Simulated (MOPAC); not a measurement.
Input for MOPAC: PM6 on DMSO (SMILES CS(C)=O), a point of a torsion scan.

```
PM6 1SCF PRECISE CHARGE=0 THREADS=1
C2H6OS

C     -1.42308685 1    -0.04584964 1    -0.34653335 1
S     -0.05756371 1    -0.49153790 1     0.83681918 1
C     -0.49506696 1    -2.28534514 1     0.95989709 1
O      1.17874564 1    -0.43328284 1     0.05877782 1
H     -1.93778231 1    -0.92572317 1    -0.71267130 1
H     -0.96798186 1     0.49767689 1    -1.16662928 1
H     -2.12059447 1     0.59526076 1     0.18218784 1
H     -0.42595467 1    -2.74049696 1    -0.02186553 1
H      0.21928163 1    -2.75262504 1     1.63012218 1
H     -1.49640635 1    -2.36867495 1     1.36635755 1
```

It printed:

```
*******************************************************************************
 **                                                                           **
 **                              MOPAC v23.2.5                                **
 **                                                                           **
 *******************************************************************************
 ** MOPAC's Digital Object Identifier: https://doi.org/10.5281/zenodo.6511958 **
 **                                                                           **
 ** Please cite the open-source release paper for use of this MOPAC version:  **
 ** J. E. Moussa and J. J. P. Stewart (2026)                                  **
 ** MOPAC: An open-source semiempirical molecular orbital program             **
 ** J. Open Source Softw., 11(119), 8025, https://doi.org/10.21105/joss.08025 **
 *******************************************************************************

                              PM6 CALCULATION RESULTS

 *******************************************************************************
 *  PM6        - The PM6 Hamiltonian to be used
 *
 *
 *
 *                 CHARGE ON SYSTEM = 0
 *
 *
 *
 *  PRECISE    - TIGHTER CRITERIA TO BE USED
 *  1SCF       - DO 1 SCF AND THEN STOP
 *  THREADS=1  - MULTI-THREADING NOT USED
 *  T=         - A TIME OF 172800.0 SECONDS REQUESTED
 *  DUMP=N     - RESTART FILE WRITTEN EVERY 7200.0 SECONDS REQUESTED
 *******************************************************************************
PM6 1SCF PRECISE CHARGE=0 THREADS=1
 C2H6OS

   ATOM   CHEMICAL          X               Y               Z
  NUMBER   SYMBOL      (ANGSTROMS)     (ANGSTROMS)     (ANGSTROMS)

     1       C         -1.42308685  *  -0.04584964  *  -0.34653335  *
     2       S         -0.05756371  *  -0.49153790  *   0.83681918  *
     3       C         -0.49506696  *  -2.28534514  *   0.95989709  *
     4       O          1.17874564  *  -0.43328284  *   0.05877782  *
     5       H         -1.93778231  *  -0.92572317  *  -0.71267130  *
     6       H         -0.96798186  *   0.49767689  *  -1.16662928  *
     7       H         -2.12059447  *   0.59526076  *   0.18218784  *
     8       H         -0.42595467  *  -2.74049696  *  -0.02186553  *
     9       H          0.21928163  *  -2.75262504  *   1.63012218  *
    10       H         -1.49640635  *  -2.36867495  *   1.36635755  *



          CARTESIAN COORDINATES

    NO.       ATOM           X           Y           Z

     1         C         -1.4231     -0.0458     -0.3465
     2         S         -0.0576     -0.4915      0.8368
     3         C         -0.4951     -2.2853      0.9599
     4         O          1.1787     -0.4333      0.0588
     5         H         -1.9378     -0.9257     -0.7127
     6         H         -0.9680      0.4977     -1.1666
     7         H         -2.1206      0.5953      0.1822
     8         H         -0.4260     -2.7405     -0.0219
     9         H          0.2193     -2.7526      1.6301
    10         H         -1.4964     -2.3687      1.3664

 General Reference for PM6:
 "Optimization of Parameters for Semiempirical Methods V: Modification of NDDO Approximations
 and Application to 70 Elements", J. J. P. Stewart, J. Mol. Mod., 13, 1173-1213 (2007)
 URL: https://link.springer.com/article/10.1007/s00894-007-0233-4

           Empirical Formula: C2 H6 O S  =    10 atoms



      MOLECULAR POINT GROUP   :   C1


      RHF CALCULATION, NO. OF DOUBLY OCCUPIED LEVELS = 13


 -------------------------------------------------------------------------------
 PM6 1SCF PRECISE CHARGE=0 THREADS=1
 C2H6OS



     1SCF WAS SPECIFIED, SO BFGS WAS NOT USED
     SCF FIELD WAS ACHIEVED


                              PM6 CALCULATION
                                                       MOPAC v23.2.5 Linux




          FINAL HEAT OF FORMATION =        -30.82178 KCAL/MOL =    -128.95832 KJ/MOL


          COSMO AREA              =        110.77 SQUARE ANGSTROMS
          COSMO VOLUME            =         97.48 CUBIC ANGSTROMS

          IONIZATION POTENTIAL    =          8.519527 EV
          HOMO LUMO ENERGIES (EV) =         -8.520  0.935
          NO. OF FILLED LEVELS    =         13
          MOLECULAR WEIGHT        =         78.1288         POINT GROUP:  C1

          MOLECULAR DIMENSIONS (Angstroms)

            Atom       Atom       Distance
            H     9    H     6     4.44926
            H    10    O     4     3.20869
            H     7    H     8     2.40605


          SCF CALCULATIONS        =          1





   ATOM   CHEMICAL          X               Y               Z
  NUMBER   SYMBOL      (ANGSTROMS)     (ANGSTROMS)     (ANGSTROMS)

     1       C         -1.42308685  *  -0.04584964  *  -0.34653335  *
     2       S         -0.05756371  *  -0.49153790  *   0.83681918  *
     3       C         -0.49506696  *  -2.28534514  *   0.95989709  *
     4       O          1.17874564  *  -0.43328284  *   0.05877782  *
     5       H         -1.93778231  *  -0.92572317  *  -0.71267130  *
     6       H         -0.96798186  *   0.49767689  *  -1.16662928  *
     7       H         -2.12059447  *   0.59526076  *   0.18218784  *
     8       H         -0.42595467  *  -2.74049696  *  -0.02186553  *
     9       H          0.21928163  *  -2.75262504  *   1.63012218  *
    10       H         -1.49640635  *  -2.36867495  *   1.36635755  *

                             CARTESIAN COORDINATES

   1    C       -1.423086850    -0.045849640    -0.346533350
   2    S       -0.057563710    -0.491537900     0.836819180
   3    C       -0.495066960    -2.285345140     0.959897090
   4    O        1.178745640    -0.433282840     0.058777820
   5    H       -1.937782310    -0.925723170    -0.712671300
   6    H       -0.967981860     0.497676890    -1.166629280
   7    H       -2.120594470     0.595260760     0.182187840
   8    H       -0.425954670    -2.740496960    -0.021865530
   9    H        0.219281630    -2.752625040     1.630122180
  10    H       -1.496406350    -2.368674950     1.366357550


           Empirical Formula: C2 H6 O S  =    10 atoms



      MOLECULAR POINT GROUP   :   C1


                  EIGENVALUES
 -31.22059 -26.13051 -24.41093 -20.07674 -15.13705 -14.98206 -14.82906 -14.16762
 -13.65786 -13.06909 -12.04111 -10.45340  -8.51953   0.93473   1.36075   1.50984
   5.33271   5.35007   5.42275   5.53775   5.80056   5.82409   6.37887   6.43356
   6.46598   6.70106   7.58637


              NET ATOMIC CHARGES AND DIPOLE CONTRIBUTIONS

  ATOM NO.   TYPE          CHARGE      No. of ELECS.   s-Pop       p-Pop       d-Pop
    1          C          -0.724256        4.7243     1.12915     3.59510
    2          S           1.070581        4.9294     1.82784     2.76723     0.33434
    3          C          -0.721638        4.7216     1.12766     3.59398
    4          O          -0.734890        6.7349     1.88097     4.85392
    5          H           0.180576        0.8194     0.81942
    6          H           0.196635        0.8034     0.80336
    7          H           0.178004        0.8220     0.82200
    8          H           0.190067        0.8099     0.80993
    9          H           0.187610        0.8124     0.81239
   10          H           0.177310        0.8227     0.82269
 DIPOLE           X         Y         Z       TOTAL
 POINT-CHG.    -3.664     0.259     3.022     4.757
 HYBRID        -0.319    -0.878    -1.281     1.585
 SUM           -3.983    -0.619     1.742     4.391


          ATOMIC ORBITAL ELECTRON POPULATIONS

     Atom    s        px        py        pz      x^2-y^2     xz        z^2       yz        xy
    1  C   1.12915   1.18242   1.20970   1.20298
    2  S   1.82784   0.75236   0.93818   1.07670   0.07973   0.07370   0.06456   0.03422   0.08213
    3  C   1.12766   1.19578   1.18342   1.21478
    4  O   1.88097   1.41086   1.76155   1.68150
    5  H   0.81942
    6  H   0.80336
    7  H   0.82200
    8  H   0.80993
    9  H   0.81239
   10  H   0.82269

 **********************
 *                    *
 * JOB ENDED NORMALLY *
 *                    *
 **********************




 == MOPAC DONE ==
```

The run finished.

Cost: roughly 0.04 core-seconds.
